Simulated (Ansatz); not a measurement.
# BH3NO radical (SMILES NB[O]): one structure at several levels

The task here is to estimate one member of a computed series from the others.

Computed with Ansatz 0.2.0, Gaussian basis. Level: single points in def2-TZVPP.

Correlated methods freeze the cores. Orbitals are unrestricted.

## Where the work starts

6 atoms, charge 0, spin multiplicity 2.

Atoms are counted from 1 here; the program's logs count them from 0.

Bond lengths: N1–B2 1.534 Å, N1–H4 1.028 Å, N1–H5 0.972 Å, B2–O3 1.222 Å, B2–H6 1.231 Å. Angles: B2–N1–H4 133.8°, B2–N1–H5 116.0°, H4–N1–H5 105.7°, N1–B2–O3 133.3°, N1–B2–H6 107.2°, O3–B2–H6 118.8°.

As a file:

```xyz
6
charge 0, multiplicity 2
N    -0.3957    0.3018   -0.6623
B     0.3956   -0.0963    0.5907
O     0.5158    0.4026    1.6994
H    -0.5867   -0.1604   -1.5610
H    -1.1333    0.9185   -0.5220
H     1.1485   -1.0149    0.2684
```

Set-up of the first run:

File run/in.yaml:

```yaml
crystal:
  periodic: [false, false, false]
  atoms:
    - {symbol: N, position_ang: [-0.395700, 0.301800, -0.662300]}
    - {symbol: B, position_ang: [0.395600, -0.096300, 0.590700]}
    - {symbol: O, position_ang: [0.515800, 0.402600, 1.699400]}
    - {symbol: H, position_ang: [-0.586700, -0.160400, -1.561000]}
    - {symbol: H, position_ang: [-1.133300, 0.918500, -0.522000]}
    - {symbol: H, position_ang: [1.148500, -1.014900, 0.268400]}
basis:
  gaussian: {orbitals: def2-TZVPP}
magnetization: {spin_polarized: true, initial_magnetization: 1}
correlation: {method: ccsd_t}
scf: {omitted_lower_state_checks: [cluster_reference]}
output: {forces: true}
```

No record of the launch command was kept for these runs.

Steps of the session up to this table: CCSD(T)/def2-TZVPP; PBE0-D4/def2-TZVPP; wB97M-V/def2-TZVPP; r2SCAN-D4/def2-TZVPP; PBE-D4/def2-TZVPP; HSE06-D4/def2-TZVPP; SPW92/def2-TZVPP.

One of the session's tables, all rows but one given; the rest of the session is left out.

```
   method  RMS force component (eV/Å)  angle to CCSD(T) forces (°)  dipole (D)
  CCSD(T)                       2.629                    reference        2.20
  PBE0-D4                           ?                            ?           ?
  wB97M-V                       2.420                          2.7        2.31
r2SCAN-D4                       2.271                          4.1        2.60
   PBE-D4                       2.203                          7.6        2.85
 HSE06-D4                       2.371                          4.0        2.42
    SPW92                       2.024                         14.1        3.01
```

Q: Estimate the row for PBE0-D4 from the others.

As computed: RMS force component (eV/Å): 2.375; angle to CCSD(T) forces (°): 3.9; dipole (D): 2.41. In the column «RMS force component (eV/Å)» it lies between HSE06-D4 (2.371) and wB97M-V (2.420).
